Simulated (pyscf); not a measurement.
Optimised with ωB97X-D3(BJ)/def2-SVP in PySCF. Correlated levels are frozen-core, on RHF or UHF. ΔMP2 is the change of the MP2 total energy from the triple- to the quadruple-zeta basis.

Task: What is the homolytic dissociation enthalpy (298 K, CCSD(T)/def2-TZVPP + ΔMP2(QZVPP)) of the P–Si bond of H₃Si–PH–PH₂, to SiH₃• + •HP–PH₂?

Result: P–Si to SiH₃• + •HP–PH₂: 2.98 eV. Other isomers of •HP–PH₂ were not searched in full and may lie lower. The CCSD(T) − MP2 part came from Ansatz, without density fitting, on the same reference.
